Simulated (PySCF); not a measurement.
Predicted microwave data (PBE0-D3(BJ)/def2-SVP geometry optimisation, gas phase in PySCF) for one isomer of C2H2F4:

```
Rotational constants : A = 5387, B = 2815, C = 2776 MHz
Dipole components    : |μa| = 0.35 D, |μb| = 1.88 D, |μc| = 0.00 D
Inertial defect      : -91.25 u·Å²
κ                    : -0.97
```

Question: Which structure is it? (One computed conformer of each.)
A. 1,1,1,2-tetrafluoroethane, `FCC(F)(F)F`
B. `[F:1][CH:2]([F:3])[CH:4]([F:5])[F:6]` with F1–C2–C4–F5 -70°

Answer: A. It is FCC(F)(F)F, a near-prolate asymmetric top, point group Cs. The candidates at the same level (rigid rotor, commonest isotopes):

```csv
SMILES,A (MHz),B (MHz),C (MHz),μa (D),μb (D),μc (D),Δ (u·Å²),point group,rotor
FC(F)C(F)F,5303,2816,2534,0.00,0.00,2.21,-75.34,C2,asymmetric top
FCC(F)(F)F,5387,2815,2776,0.35,1.88,0.00,-91.25,Cs,near-prolate asymmetric top
```

`FC(F)C(F)F` has C 9 % too low. In the right answer the mirror of this Cs structure is the ab plane, so μc vanishes by symmetry (the 0.03 D computed is a residue). No structure here is proved a minimum.
